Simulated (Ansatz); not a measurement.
# NH (singlet): wave-function methods side by side at distance N1–H2 = 1.256 Å, aug-cc-pVDZ

Aim: climb from Hartree-Fock through coupled cluster and multireference methods for NH (singlet) at one geometry and basis, and see what each rung misses.

The runs use Ansatz 0.2.0, Gaussian basis; aug-cc-pVDZ, core rule «outside noble gas», up to 1 orbitals frozen.

To be run: UHF; CCSD(T) on RHF; CCSD(T) on UHF; BCCD(T) on RHF; CISD; CCSDT(Q) on RHF; CCSDT(Q) on UHF; CASSCF and MRCISD+Q, 2 electrons in 2 orbitals; CASSCF and NEVPT2, 2 electrons in 2 orbitals; CASSCF and MRCISD+Q, 6 electrons in 5 orbitals; CASSCF and NEVPT2, 6 electrons in 5 orbitals; Full CI; Full CI in the symmetry of the determinant.

24 further runs of the same task are left out: 5 for a known fault of the program, 15 that didn't finish, 4 set aside as unsound or not needed.

## Step 1: The geometry

The geometry derives from a PBE0/def2-TZVP stationary point (not a proven minimum). One bond is set to the value named and the two fragments are kept rigid.

2 atoms, charge 0, spin multiplicity 1.

Atoms are counted from 1 here; the program's logs count them from 0.

Bond lengths: N1–H2 1.256 Å.

As a file:

```xyz
2

N     0.0000    0.0000    0.0000
H     0.0000    0.0000    1.2560
```

## Step 2: UHF

File in.yaml:

```yaml
crystal:
  periodic: [false, false, false]
  atoms:
    - {symbol: N, position_ang: [0.000000, 0.000000, 0.000000]}
    - {symbol: H, position_ang: [0.000000, 0.000000, 1.256000]}
basis:
  gaussian: {orbitals: aug-cc-pVDZ}
magnetization: {spin_polarized: true, initial_magnetization: 0}
hamiltonian: {xc: hf}
output: {orbitals: {seedname: orbitals}}
```

Launch:

```bash
$ ansatz run in.yaml --threads 1 --pin off --events-out ev --progress --plain --max-ram 2393MiB
```

The runs that follow: CCSD(T) on RHF; CCSD(T) on UHF; BCCD(T) on RHF; CISD; CCSDT(Q) on RHF; CCSDT(Q) on UHF; CASSCF and MRCISD+Q, 2 electrons in 2 orbitals; CASSCF and NEVPT2, 2 electrons in 2 orbitals; CASSCF and MRCISD+Q, 6 electrons in 5 orbitals; CASSCF and NEVPT2, 6 electrons in 5 orbitals; Full CI; Full CI in the symmetry of the determinant.

Q: Predict the results of all the runs planned. Wanted: FCI below the RHF energy; RMP2 from FCI; RCCSD from FCI; RCCSD(T) from FCI; RCCSDT(Q) from FCI; NEVPT2 pair from FCI; MRCISD+Q pair from FCI; NEVPT2 valence from FCI; T1 diagnostic.

The runs gave:

| quantity | value |
| --- | --- |
| FCI below the RHF energy | -5.0466 eV |
| RMP2 from FCI | +1379.2 meV |
| RCCSD from FCI | +478.6 meV |
| RCCSD(T) from FCI | +257.8 meV |
| RCCSDT(Q) from FCI | -8.9 meV |
| NEVPT2 pair from FCI | +658.5 meV |
| MRCISD+Q pair from FCI | -18.1 meV |
| NEVPT2 valence from FCI | +662.9 meV |
| levels within 1 kcal/mol (43 meV) | RCCSDT, RCCSDT(Q), MRCISD+Q pair, MRCISD+Q valence |
| T1 diagnostic | 0.012 |
| effectively unpaired electrons | 2.03 |

What this shows: RCCSD(T) lands +257.8 meV from the yardstick (5.1 % of the correlation energy). RCCSDT(Q), MRCISD+Q pair, MRCISD+Q valence fall below full CI, which methods that aren't variational can do. The occupations show strong static correlation (2.0 unpaired electrons where one determinant has 0). Of the multireference levels listed MRCISD+Q valence comes nearest in total energy (-4.8 meV), which doesn't show that its space is the better one. These misses are within one basis, not against nature.
